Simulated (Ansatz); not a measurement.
```yaml
crystal:
  periodic: [false, false, false]
  atoms:
    - {symbol: Be, position_ang: [0.000000, 0.000000, 0.000000]}
    - {symbol: H, position_ang: [1.329131, 0.013379, -0.000054]}
    - {symbol: H, position_ang: [-0.676152, 1.144368, -0.002890]}
    - {symbol: H, position_ang: [-0.652979, -1.157747, 0.002944]}
basis:
  gaussian: {orbitals: def2-TZVP}
total_charge: 1
magnetization: {spin_polarized: true, initial_magnetization: 2}
hamiltonian: {xc: pbe0}
relax: {f_tol: 0.004, max_steps: 80}
```

```sh
$ ansatz run in.yaml --threads 1 --pin off --events-out ev --progress --plain --max-ram 2176MiB
```

Steps of the relaxation (energy above the last step; positions in Å, forces in eV/Å):

```
4
step 1, 548.1 meV
Be    0.000    0.000    0.000    0.000    0.000    0.000
H     1.329    0.013    0.000    2.155    0.022    0.000
H    -0.676    1.144   -0.003   -1.097    1.856   -0.005
H    -0.653   -1.158    0.003   -1.059   -1.878    0.005
```

```
4
step 2, 101.3 meV
Be    0.000    0.000    0.000    0.000    0.000    0.000
H     1.433    0.014    0.000    0.801    0.008    0.000
H    -0.729    1.234   -0.003   -0.407    0.690   -0.002
H    -0.704   -1.248    0.003   -0.393   -0.698    0.002
```

```
4
step 3, 1.9 meV
Be    0.000    0.000    0.000    0.000    0.000    0.000
H     1.510    0.015    0.000    0.097    0.001    0.000
H    -0.768    1.300   -0.003   -0.050    0.084    0.000
H    -0.742   -1.315    0.003   -0.048   -0.085    0.000
```

```
4
step 4, 0.0 meV
Be    0.000    0.000    0.000    0.000    0.000    0.000
H     1.522    0.015    0.000    0.001    0.000    0.000
H    -0.775    1.311   -0.003   -0.001    0.001    0.000
H    -0.748   -1.326    0.003   -0.001   -0.001    0.000
```

Close pairs at the end: Be1–H2 1.523 Å, Be1–H3 1.523 Å, Be1–H4 1.523 Å.

A stationary point of unrestricted PBE0 after 4 steps, with ⟨S²⟩ = 2.020 against 2.00 for a pure state; no frequencies were run, so it isn't proven a minimum. 0.99 s on 1 thread of AMD EPYC 9R45, shared host.
